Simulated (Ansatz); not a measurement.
# Si₂H₂ (singlet): wave-function methods side by side, 6-31G

The task here is to estimate one member of a computed series from the others.

Program: Ansatz 0.2.0, Gaussian basis. Level of theory: 6-31G, core rule «outside noble gas», up to 10 orbitals frozen. These are calculated values, not measurements.

The runs, in order: UHF; CCSD(T) on RHF; CCSD(T) on UHF; BCCD(T) on RHF; CISD; CCSDT(Q) on RHF; CCSDT(Q) on UHF; CISDTQ; CCSDTQ on RHF; CCSDTQ on UHF; CASSCF and MRCISD+Q, 10 electrons in 10 orbitals; CASSCF and MRCISD+Q(relaxed), 10 electrons in 10 orbitals; CASSCF and NEVPT2, 10 electrons in 10 orbitals; Full CI.

4 further runs of the same task are left out: 4 set aside as unsound or not needed.

## What is computed

The geometry is a PBE0/def2-TZVP stationary point (not a proven minimum).

4 atoms, charge 0, spin multiplicity 1.

Atoms are counted from 1 here; the program's logs count them from 0.

Bond lengths: Si1–Si2 2.101 Å, Si1–H3 1.493 Å, Si1–H4 1.638 Å, Si2–H4 1.718 Å. Angles: Si2–Si1–H3 160.7°, Si2–Si1–H4 53.0°, H3–Si1–H4 107.8°, Si1–Si2–H4 49.5°, Si1–H4–Si2 77.5°.

The first run:

in.yaml

```yaml
crystal:
  periodic: [false, false, false]
  atoms:
    - {symbol: Si, position_ang: [0.000000, 0.064094, 1.005387]}
    - {symbol: Si, position_ang: [0.000000, -0.004642, -1.094839]}
    - {symbol: H, position_ang: [0.000000, -0.381837, 2.430212]}
    - {symbol: H, position_ang: [0.000000, -1.274751, 0.062301]}
basis:
  gaussian: {orbitals: 6-31G}
magnetization: {spin_polarized: true, initial_magnetization: 0}
hamiltonian: {xc: hf}
output: {orbitals: {seedname: orbitals}}
```

On the command line:

```console
ansatz run in.yaml --threads 1 --pin off --events-out ev --progress --plain --max-ram 4096MiB --backend cpu
```

Steps of the session up to this table: UHF; CCSD(T) on RHF; CCSD(T) on UHF; BCCD(T) on RHF; CISD; CCSDT(Q) on RHF; CCSDT(Q) on UHF; CISDTQ; CCSDTQ on RHF; CCSDTQ on UHF; CASSCF and MRCISD+Q, 10 electrons in 10 orbitals; CASSCF and MRCISD+Q(relaxed), 10 electrons in 10 orbitals; CASSCF and NEVPT2, 10 electrons in 10 orbitals; Full CI.

One table of the session follows, with a row left open; its other results are not shown here.

| method | from FCI (kcal/mol) |
| --- | --- |
| RHF | +90.16 |
| UHF | +88.12 |
| RMP2 | +19.22 |
| CISD | ? |
| RCCSD | +4.09 |
| RCCSD(T) | +0.92 |
| BCCD(T) | +0.95 |
| RCCSDT | +0.42 |
| CISDTQ | +0.75 |
| RCCSDT(Q) | +0.06 |
| RCCSDTQ | +0.05 |
| CASSCF valence | +21.25 |
| NEVPT2 valence | +6.03 |
| MRCISD valence | +0.76 |
| MRCISD+Q valence | +0.21 |
| MRCISD+Q(relaxed) valence | -0.03 |
| FCI | 0 |

Estimate the missing values for CISD.

As computed: from FCI (kcal/mol): +11.05. In the column «from FCI (kcal/mol)» it lies between NEVPT2 valence (+6.03) and RMP2 (+19.22).
